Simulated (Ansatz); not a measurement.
The input, for Ansatz 0.2.0:

```yaml
crystal:
  periodic: [false, false, false]
  atoms:
    - {symbol: P, position_ang: [0.084376, 0.005225, 2.198298]}
    - {symbol: Ga, position_ang: [-0.080498, 0.013599, 0.006591]}
    - {symbol: P, position_ang: [-0.003878, -0.018825, -2.204889]}
basis:
  gaussian: {orbitals: cc-pVDZ}
magnetization: {spin_polarized: false, initial_magnetization: 3}
correlation: {method: ccsd, electrons: outside_noble_gas}
accuracy: high
scf: {omitted_lower_state_checks: [cluster_reference]}
```

```sh
$ ansatz run in.yaml --threads 1 --pin off --events-out ev --progress --plain --max-ram 2393MiB
```

Log:

```
these checks for a lower state are left out or cut short: cluster_reference
1229 factors; integrals over basis functions are off by at most 4.4e-9 eV
mean field evaluation 1: about -70874.5988 eV, gradient 9.3e0 eV
mean field evaluation 2: about -70874.7193 eV, gradient 9.8e0 eV
mean field evaluation 4: about -70875.4178 eV, gradient 1.8e0 eV
mean field evaluation 8: about -70875.4811 eV, gradient 9.7e-1 eV
mean field evaluation 16: about -70875.7954 eV, gradient 1.6e-3 eV
mean field evaluation 32: about -70875.7955 eV, gradient 3.5e-3 eV
mean field evaluation 64: about -70871.8715 eV, gradient 1.6e1 eV
mean field evaluation 96: about -70870.6324 eV, gradient 1.8e1 eV
mean field evaluation 128: about -70875.7561 eV, gradient 1.5e-8 eV
mean field evaluation 160: about -70875.7561 eV, gradient 5.6e-4 eV
...
cycle  25  -7.28856380 eV  change    1.0e-7 eV  update   1.7e-7
cycle  26  -7.28856386 eV  change   -5.9e-8 eV  update   6.4e-8
cycle  27  -7.28856389 eV  change   -3.6e-8 eV  update   5.4e-8
cycle  28  -7.28856396 eV  change   -6.6e-8 eV  update   3.0e-8
cycle  29  -7.28856398 eV  change   -2.0e-8 eV  update   1.6e-8
cycle  30  -7.28856399 eV  change   -1.3e-8 eV  update   8.0e-9
cycle  31  -7.28856399 eV  change   -1.2e-9 eV  update   3.0e-9
cycle  32  -7.28856399 eV  change  -9.9e-10 eV  update   1.4e-9
cycle  33  -7.28856399 eV  change   -1.6e-9 eV  update  6.3e-10
cycle  34  -7.28856399 eV  change  -2.1e-10 eV  update  2.7e-10
Total energy: -70883.08517626 eV, -2604.9053339467 hartree
Checks for a lower state left out: cluster_reference
```

Ran on 1 thread of Intel Xeon, shared host: 70 s wall, 0.28 GiB peak host memory.
